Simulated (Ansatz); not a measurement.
How far each method lies from UCCSDT(Q) for O–CH3, doublet

Geometry: displaced at random from a stationary point.

```xyz
5

O     0.0704    0.0044    0.6924
C    -0.0945    0.0211   -0.6518
H     0.8507   -0.5902   -1.0207
H     0.0652    0.9328   -1.0972
H    -0.9065   -0.6646   -1.1054
```

Basis cc-pVDZ; Ansatz 0.2.0. Correlated methods freeze the noble-gas cores, which leaves 13 electrons in 41 orbitals. R marks a restricted (for open shells ROHF) determinant, U an unrestricted one.

Full CI isn't at hand for all of this; UCCSDT(Q) serves as the reference, and is uncertain by about the last step of the cluster series. The frozen core follows each run's orbitals, which can shift R against U totals by a few meV.

For open shells CISD is restricted-active-space CI with the open shells as a complete middle space.

The UHF ⟨S²⟩ is 0.762. The T1 diagnostic (RCCSD) is 0.0241, the largest doubles amplitude (RCCSD) is 0.031 and the T1 diagnostic (UCCSD) is 0.0191.

| level | E − E(UCCSDT(Q)) (kJ/mol) | share of correlation (%) | wall time |
| --- | --- | --- | --- |
| RHF | 881.7 | 0.00 | – |
| UHF | 867.8 | 1.58 | – |
| RMP2 | 105.4 | 88.05 | – |
| UMP2 | 105.1 | 88.07 | – |
| CISD | 86.7 | 90.16 | 3.1 s |
| RCCSD | 22.3 | 97.48 | – |
| UCCSD | 22.0 | 97.51 | – |
| RCCSD(T) | 3.3 | 99.63 | 6.5 s |
| UCCSD(T) | 3.2 | 99.63 | 5.5 s |
| BCCD(T) | 3.1 | 99.64 | 3.5 s |
| RCCSDT | 1.4 | 99.84 | – |
| UCCSDT | 1.4 | 99.84 | – |
| RCCSDT(Q) | 0.1 | 99.99 | 86 s |

The correlation energy at UCCSDT(Q), counted from RHF, is -9.138 eV. That run took 77 s on 1 thread of Arm Neoverse V2, shared host.

Times hold each run's SCF and search for its determinant on a shared host, so for small cases they say little of a method's own cost; they ran on 1 thread of Arm Neoverse V2.
